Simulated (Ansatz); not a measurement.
This Ansatz (a quantum-chemistry and plane-wave program) input (CCSD(T)/cc-pV(T+d)Z) gives -291.44012 Eh with 95 basis functions. A basis named .json is the Basis Set Exchange file of that set (core-valence sets with the plain set on hydrogen).

Ansatz 0.2 input:
```yaml
crystal:
  periodic: [false, false, false]
  atoms:
    - {symbol: Si, position_ang: [-0.00000000, -0.00000000, 0.00000000]}
    - {symbol: H, position_ang: [0.87559489, 0.85467525, 0.83309847]}
    - {symbol: H, position_ang: [-0.82219976, -0.86546541, 0.87529791]}
    - {symbol: H, position_ang: [-0.88619780, 0.85452031, -0.82197187]}
    - {symbol: H, position_ang: [0.83280267, -0.84373015, -0.88642451]}
basis:
  gaussian:
    orbitals: cc-pV_T+d_Z.json
magnetization: {spin_polarized: false}
correlation: {method: ccsd_t, electrons: outside_noble_gas}
```

Change:
```diff
- orbitals: cc-pV_T+d_Z.json
+ orbitals: cc-pCVQZ.json
```

Question: What does the run give now?

Answer: -291.45278 Eh (CCSD(T)/cc-pCVQZ, 229 functions), a change of -12.66 mEh.
